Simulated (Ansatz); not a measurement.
A run on C2H4ClF, SMILES `FCCCl` with other settings.

```yaml
crystal:
  periodic: [false, false, false]
  atoms:
    - {symbol: F, position_ang: [-1.325794, 0.491620, 1.022931]}
    - {symbol: C, position_ang: [-0.132126, 0.664012, 0.361593]}
    - {symbol: C, position_ang: [0.312013, -0.617262, -0.282365]}
    - {symbol: Cl, position_ang: [-0.747388, -1.095274, -1.627743]}
    - {symbol: H, position_ang: [-0.262146, 1.454939, -0.381804]}
    - {symbol: H, position_ang: [0.620731, 0.974422, 1.095437]}
    - {symbol: H, position_ang: [0.308192, -1.432691, 0.440471]}
    - {symbol: H, position_ang: [1.318617, -0.496867, -0.684320]}
basis:
  gaussian: {orbitals: def2-TZVP}
total_charge: -1
magnetization: {spin_polarized: false, initial_magnetization: 1}
hamiltonian: {xc: {name: B97M-V}, pseudopotentials: {relativity: scalar}}
scf: {lower_state_search: off}
output: {forces: true}
```

```sh
$ ansatz run in.yaml --threads 4 --pin off --events-out ev --progress --plain --max-ram 10444MiB
```

It prints (some lines left out):

```
Functional definition: B97M-V
948 factors; their error is unknown
mean field evaluation 1: about -17407.8074 eV, gradient 3.9e1 eV
mean field evaluation 2: about -17401.0028 eV, gradient 6.6e1 eV
mean field evaluation 4: about -17411.0314 eV, gradient 1.0e1 eV
mean field evaluation 8: about -17411.4539 eV, gradient 2.5e-1 eV
mean field evaluation 16: about -17411.4358 eV, gradient 3.6e-3 eV
mean field evaluation 32: about -17411.4358 eV, gradient 8.2e-7 eV
mean field -17411.43581789 eV, -639.8584644125 hartree, gradient 8.2e-7 eV, S^2 0.750000; 0 other end points of the search recorded, 0 dependent functions left out
reference -17411.43587015 eV, -639.8584663330 hartree; 22, 21 occupied and 132, 133 virtual orbitals, 948 factors
Total energy: -17411.43587015 eV, -639.8584663330 hartree
Relativity: scalar
Atom 0 at    -1.325794     0.491620     1.022931 Å, force    -0.874131    -0.064365     0.397617 eV/Å
Atom 1 at    -0.132126     0.664012     0.361593 Å, force     0.767042    -0.204344     0.129396 eV/Å
Atom 2 at     0.312013    -0.617262    -0.282365 Å, force     1.048356     0.615811     1.769407 eV/Å
Atom 3 at    -0.747388    -1.095274    -1.627743 Å, force    -1.938542    -0.619508    -2.206503 eV/Å
Atom 4 at    -0.262146     1.454939    -0.381804 Å, force     0.036682     0.263524    -0.379402 eV/Å
Atom 5 at     0.620731     0.974422     1.095437 Å, force     0.027055    -0.082608    -0.206900 eV/Å
Atom 6 at     0.308192    -1.432691     0.440471 Å, force     0.255858    -0.162696     0.371448 eV/Å
Atom 7 at     1.318617    -0.496867    -0.684320 Å, force     0.677681     0.254185     0.124938 eV/Å
Dipole moment:    -0.415554     0.071267     0.012190 e Å
Checks for a lower state left out: stability, starts, cluster_reference, orbital_swaps, neighbouring_geometries, increment
```

Run time 2.5 s (4 threads of an Intel Xeon 6975P-C on a shared host); peak host memory 0.21 GiB.
